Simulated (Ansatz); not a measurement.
One geometry of CH8Si2⁻, that is (H3Si)2CH2 with one electron more, several levels of theory.

```yaml
crystal:
  periodic: [false, false, false]
  atoms:
    - {symbol: Si, position_ang: [-0.931177, -1.260672, 0.373342]}
    - {symbol: H, position_ang: [-1.587389, -1.773117, 1.627937]}
    - {symbol: H, position_ang: [0.001455, -2.323176, -0.144777]}
    - {symbol: H, position_ang: [-1.999308, -1.021992, -0.660582]}
    - {symbol: C, position_ang: [0.022907, 0.340903, 0.703978]}
    - {symbol: Si, position_ang: [0.917192, 1.050967, -0.806224]}
    - {symbol: H, position_ang: [1.939256, 0.067744, -1.311701]}
    - {symbol: H, position_ang: [-0.067583, 1.322276, -1.912479]}
    - {symbol: H, position_ang: [1.620349, 2.338668, -0.467674]}
    - {symbol: H, position_ang: [0.769976, 0.154275, 1.505640]}
    - {symbol: H, position_ang: [-0.685678, 1.104134, 1.092550]}
basis:
  gaussian: {orbitals: def2-TZVPD, initial_orbitals: start.molden}
total_charge: -1
magnetization: {spin_polarized: true, initial_magnetization: 1}
hamiltonian: {xc: pbe, dispersion: d4}
scf: {omitted_lower_state_checks: [starts]}
output: {orbitals: {seedname: orbitals}}
```

The file start.molden holds the orbitals of an earlier run on this structure, at another level or in another basis.

```sh
$ ansatz run in.yaml --threads 4 --pin off --events-out ev --progress --plain --max-ram 3916MiB
```

Shortened log:

```
Functional definition: PBE
1132 factors; their error is unknown
mean field evaluation 1: about -16912.3334 eV, gradient 6.8e0 eV
mean field evaluation 2: about -16912.4192 eV, gradient 1.2e-1 eV
mean field evaluation 4: about -16912.3965 eV, gradient 4.4e-3 eV
mean field evaluation 8: about -16912.3965 eV, gradient 2.1e-5 eV
mean field -16912.39652515 eV, -621.5191086651 hartree, gradient 7.9e-6 eV, S^2 0.750741; 0 other end points of the search recorded, 0 dependent functions left out
reference -16912.39658307 eV, -621.5191107938 hartree; 22, 21 occupied and 173, 174 virtual orbitals, 1132 factors
Total energy: -16912.66987866 eV, -621.5291542213 hartree
Checks for a lower state left out: starts
```

It took 6 s on 4 threads of AMD EPYC 7B13 on a shared host.

The first input with `hamiltonian: {xc: pbe0, dispersion: d4}` (abridged; 5.5 s):

```
Functional definition: PBE0
mean field evaluation 16: about -16914.2455 eV, gradient 3.8e-6 eV
mean field -16914.24554573 eV, -621.5870589183 hartree, gradient 3.8e-6 eV, S^2 0.750974
Total energy: -16914.47699144 eV, -621.5955643911 hartree
Checks for a lower state left out: starts
```

As the first input, with `hamiltonian: {xc: r2scan, dispersion: d4}` (abridged; 12 s):

```
Functional definition: r2SCAN
mean field -16920.20627161 eV, -621.8061115541 hartree, gradient 6.4e-6 eV, S^2 0.752360
Total energy: -16920.27468655 eV, -621.8086257567 hartree
Checks for a lower state left out: starts
```

Geometry: PBE-D4/def2-SVP, that of the neutral singlet.

At PBE-D4/def2-TZVPD, PBE0-D4/def2-TZVPD, r2SCAN-D4/def2-TZVPD the highest occupied level of the charge -1 doublet lies above zero (up to 2.60 eV). By energy differences it is unbound by 0.88 eV (vertical, to the charge 0 singlet, at PBE-D4/def2-TZVPD) and held by the finite basis.
